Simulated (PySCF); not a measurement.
Method: PySCF with PBE-D3(BJ)/def2-TZVP // B3LYP-D3(BJ)/def2-TZVP. All species are isolated molecules in the gas phase. 

Reference species (SMILES): `O` (neutral, multiplicity 1).

dipole moment: 2.02 D

Changed species: `O[SiH3]` (whole molecule; the reference has whole molecule).

**Question.** What does the change do to the dipole moment?

**Answer.** the dipole moment falls by 0.71 D, to 1.31 D.
